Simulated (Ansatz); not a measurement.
Reaction (SMILES): C#C (C2H2) → 2 C atom + 2 H atom
B3LYP-D3(BJ)/def2-TZVP geometries, fixed; electronic energies without zero-point terms.

Basis-set convergence of the atomisation energy at B3LYP with Ansatz (an electronic-structure program). Cartesian d functions, on some or all atoms, in 6-31G*, 6-31+G*; all else is spherical. The program fits the integrals of some runs and decomposes those of others, by size. Open shells are unrestricted. No added dispersion term, no relativity. Functions are those of the species that has most. Reference: the value in aug-pcseg-3, 403.73 kcal/mol, itself unsure by roughly 0.11 kcal/mol (its mean distance from aug-cc-pVQZ, cc-pV5Z, def2-QZVPPD). Deviations are taken from unrounded values.

| basis | functions | atomisation energy (kcal/mol) |
|---|---|---|
| 6-31G* | 34 | 396.83 |
| 6-31+G* | 42 | 395.09 |
| cc-pVDZ | 38 | 392.99 |
| aug-cc-pVDZ | 64 | 393.05 |
| def2-SVP | 38 | 402.56 |
| def2-SVPD | 56 | 404.22 |
| pcseg-1 | 38 | 396.23 |
| aug-pcseg-1 | 64 | 396.20 |
| 6-311G** | 48 | 400.61 |
| 6-311+G** | 56 | 400.22 |
| def2-TZVP | 74 | 402.38 |
| def2-TZVPD | 92 | 402.54 |
| cc-pVTZ | 88 | 402.92 |
| aug-cc-pVTZ | 138 | 402.82 |
| pcseg-2 | 88 | 403.56 |
| aug-pcseg-2 | 138 | 403.63 |
| def2-TZVPP | 90 | 403.06 |
| def2-TZVPPD | 108 | 403.10 |
| cc-pVQZ | 170 | 403.77 |
| aug-cc-pVQZ | 252 | 403.69 |
| def2-QZVPP | 174 | 403.45 |
| def2-QZVPPD | 192 | 403.44 |
| pcseg-3 | 186 | 403.72 |
| aug-pcseg-3 | 268 | 403.73 |

What the diffuse functions change, pair by pair:
- 6-31G* to 6-31+G*: 8 more functions, deviation -6.90 to -8.64 kcal/mol
- cc-pVDZ to aug-cc-pVDZ: 26 more functions, deviation -10.73 to -10.68 kcal/mol
- def2-SVP to def2-SVPD: 18 more functions, deviation -1.16 to 0.49 kcal/mol
- pcseg-1 to aug-pcseg-1: 26 more functions, deviation -7.50 to -7.53 kcal/mol
- 6-311G** to 6-311+G**: 8 more functions, deviation -3.12 to -3.51 kcal/mol
- def2-TZVP to def2-TZVPD: 18 more functions, deviation -1.35 to -1.18 kcal/mol
- cc-pVTZ to aug-cc-pVTZ: 50 more functions, deviation -0.81 to -0.91 kcal/mol
- pcseg-2 to aug-pcseg-2: 50 more functions, deviation -0.16 to -0.10 kcal/mol
- def2-TZVPP to def2-TZVPPD: 18 more functions, deviation -0.67 to -0.63 kcal/mol
- cc-pVQZ to aug-cc-pVQZ: 82 more functions, deviation 0.04 to -0.04 kcal/mol
- def2-QZVPP to def2-QZVPPD: 18 more functions, deviation -0.28 to -0.28 kcal/mol
- pcseg-3 to aug-pcseg-3: 82 more functions, deviation 0.00 to 0.00 kcal/mol

Leaving out the reference's own pair, they bring the value nearer the reference by more than 0.11 kcal/mol in 2 of 11 pairs.
